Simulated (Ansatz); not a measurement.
Trigonal Se, treated with PBE (plane waves, PAW; Ansatz, an electronic-structure program).

Run with plane-wave cutoff 520 eV, 12×12×8 k mesh (along the axes of the cell as run), perturbation theory, scalar-relativistic PAW data made under PBE.

The cell has the measured lattice parameters. Conventional cell: a = 4.3660 Å, b = 4.3660 Å, c = 4.9540 Å, α = 90.00°, β = 90.00°, γ = 120.00°.

Harmonic phonon frequencies (cm⁻¹; i marks an imaginary mode):

| q point | frequencies |
|---|---|
| Γ | 0 0 0 104 135 135 218 218 218 |
| M | 42 43 55 69 127 131 207 213 239 |
| K | 38 39 39 73 126 126 209 209 248 |

No imaginary mode appears at these points.

Note: the run warned that the k mesh is coarse for the response to a field; the cell isn't this level's own, so it is under some stress, which shifts stiffness and frequencies.
